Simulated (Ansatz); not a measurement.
# C₂HFO₂: small, medium and large basis sets

An exercise on one series of results from a longer session: the logs are not shown, and one member is left open.

The runs use Ansatz 0.2.0, Gaussian basis; one geometry, several basis sets.

Levels to be run: PBE0-D4/def2-SVP; ωB97M-V/def2-SVP; PBE0-D4/def2-QZVPP; ωB97M-V/def2-QZVPP; the functionals' def2-TZVPP values are taken from earlier runs.

## The geometry

All runs share one geometry, relaxed beforehand with PBE0-D4 in a triple-zeta def2 set.

SMILES `O=C=C(O)F`, 6 atoms, charge 0, spin multiplicity 1.

Atoms are counted from 1 here; the program's logs count them from 0.

Bond lengths: O1–C2 1.163 Å, C2–C3 1.315 Å, C3–O4 1.343 Å, C3–F5 1.345 Å, O4–H6 0.966 Å. Angles: O1–C2–C3 179.0°, C2–C3–O4 123.1°, C2–C3–F5 119.6°, O4–C3–F5 117.1°, C3–O4–H6 110.0°.

Coordinates:

```mol
C2HFO2
  3D, bonds by distance, orders not assigned

  6  5  0  0  0  0  0  0  0  0999 V2000
    0.8481   -2.0986    0.3177 O   0  0
    0.5369   -1.0000    0.0960 C   0  0
    0.1625    0.2356   -0.1528 C   0  0
   -1.1133    0.5805   -0.3917 O   0  0
    1.0938    1.1948   -0.2964 F   0  0
   -1.4858    1.0237    0.3811 H   0  0
  1  2  8  0
  2  3  8  0
  3  4  8  0
  3  5  8  0
  4  6  8  0
M  END
```

Set-up of the first run:

Contents of in.yaml:

```yaml
crystal:
  periodic: [false, false, false]
  atoms:
    - {symbol: O, position_ang: [0.848138, -2.098594, 0.317731]}
    - {symbol: C, position_ang: [0.536858, -0.999973, 0.095970]}
    - {symbol: C, position_ang: [0.162468, 0.235642, -0.152771]}
    - {symbol: O, position_ang: [-1.113329, 0.580483, -0.391721]}
    - {symbol: F, position_ang: [1.093796, 1.194772, -0.296412]}
    - {symbol: H, position_ang: [-1.485830, 1.023668, 0.381103]}
basis:
  gaussian: {orbitals: def2-SVP}
hamiltonian: {xc: pbe0, dispersion: d4}
output: {orbitals: {seedname: orbitals}}
```

Command:

```
ansatz run in.yaml --threads 2 --pin off --events-out ev --progress --plain --max-ram 4352MiB
```

Among the steps run: PBE0-D4 in def2-SVP; ωB97M-V in def2-SVP; PBE0-D4 in def2-QZVPP; ωB97M-V in def2-QZVPP.

One of the session's tables, all rows but one given; the rest of the session is left out.

It belongs to the step «Functionals by basis». 

| functional | basis | HOMO (eV) | LUMO (eV) |
| --- | --- | --- | --- |
| PBE0-D4 | def2-SVP | -6.45 | -1.83 |
| PBE0-D4 | def2-TZVPP | -6.61 | -1.95 |
| PBE0-D4 | def2-QZVPP | -6.66 | -2.01 |
| ωB97M-V | def2-SVP | -8.65 | 0.62 |
| ωB97M-V | def2-TZVPP | ? | ? |
| ωB97M-V | def2-QZVPP | -8.90 | 0.35 |

**Question.** Estimate the row for ωB97M-V, def2-TZVPP.

As computed: HOMO (eV): -8.85; LUMO (eV): 0.43. In the column «HOMO (eV)» it lies between ωB97M-V, def2-QZVPP (-8.90) and ωB97M-V, def2-SVP (-8.65).
